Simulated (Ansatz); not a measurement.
Reaction (SMILES): C#N (CH-N) + 3 [H][H] (H2) → C (CH4) + N (NH3)
B3LYP-D3(BJ)/def2-TZVP geometries, fixed; electronic energies without zero-point terms.

Basis-set convergence of the energy of full hydrogenation at PBE0 with Ansatz (a first-principles code). All functions are spherical. The program fits the integrals of some runs and decomposes those of others, by size. No added dispersion term, no relativity. Functions are those of the species that has most. Reference: the value in aug-pcseg-3, -88.42 kcal/mol, itself unsure by roughly 0.05 kcal/mol (its mean distance from aug-cc-pVQZ, def2-QZVPPD, pcseg-3). Deviations are taken from unrounded values.

```
basis        functions
-----------  ---------
pcseg-0             20
pcseg-1             34
aug-pcseg-1         59
pcseg-2             86
aug-pcseg-2        138
pcseg-3            192
aug-pcseg-3        281
```

Q: Which is the smallest pcseg set listed that can be trusted to 1 kcal/mol here, that is, within that of the reference together with its larger relatives (same family, alike in diffuse functions; a set with none to test it counts only in the reference's own line)?

A: The smallest set listed that lies within 1 kcal/mol of the reference with all its larger relatives (same family, alike in diffuse functions; a set with none counts only in the reference's own line) is aug-pcseg-1 (59 functions, -0.65 kcal/mol off). Value minus reference: pcseg-0 5.33, pcseg-1 2.34, aug-pcseg-1 -0.65, pcseg-2 0.05, aug-pcseg-2 -0.36, pcseg-3 0.02, aug-pcseg-3 0.00 kcal/mol.
